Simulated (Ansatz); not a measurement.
This geometry of C₄H₉N (14 atoms, charge 0, multiplicity 1) is a first-order saddle point.

All numbers below come from RHF/def2-mTZVP (Ansatz 0.2.0).

```xyz
14
Properties=species:S:1:pos:R:3
C -0.685 1.706 1.587
C -0.976 0.829 0.652
C -0.031 0.343 -0.409
C 0.207 -1.165 -0.337
N 1.021 -1.661 -1.445
H 0.288 2.160 1.657
H -1.409 2.010 2.319
H -1.968 0.408 0.626
H 0.915 0.867 -0.329
H -0.446 0.579 -1.386
H 0.673 -1.401 0.613
H -0.752 -1.673 -0.343
H 1.852 -2.108 -1.120
H 1.299 -0.922 -2.057
```

Problem. Which two structures does it join? (They come from a converged band through this point; their orientation in space is the band's.)

Solution. No bond is made or broken. The dihedral C3–C4–N5–H14 goes from 66 to -59°.

First end point:

```xyz
14
Properties=species:S:1:pos:R:3
C -0.777 1.761 1.512
C -1.027 0.794 0.656
C -0.119 0.358 -0.457
C 0.324 -1.095 -0.312
N 1.122 -1.505 -1.459
H 0.131 2.335 1.470
H -1.474 2.021 2.287
H -1.957 0.254 0.742
H 0.752 1.005 -0.493
H -0.629 0.461 -1.409
H 0.844 -1.215 0.638
H -0.552 -1.732 -0.273
H 1.363 -2.474 -1.389
H 1.985 -0.995 -1.485
```

Last end point:

```xyz
14
Properties=species:S:1:pos:R:3
C -0.669 1.718 1.583
C -0.954 0.833 0.651
C 0.001 0.329 -0.392
C 0.246 -1.181 -0.284
N 1.120 -1.744 -1.298
H 0.305 2.167 1.660
H -1.400 2.031 2.305
H -1.948 0.416 0.621
H 0.944 0.859 -0.314
H -0.401 0.547 -1.379
H 0.668 -1.405 0.688
H -0.702 -1.705 -0.332
H 2.024 -1.314 -1.264
H 0.753 -1.579 -2.215
```

Problem. How far does it lie above each of them?

Solution. 10.9 kJ/mol above the first and 10.1 kJ/mol above the second. This is the barrier of this one path; another mechanism may lie lower.

Time of the run: 98 s on 2 threads of AMD EPYC 7B13 (Zen 3), with other jobs on the host, peak memory 0.28 GiB.
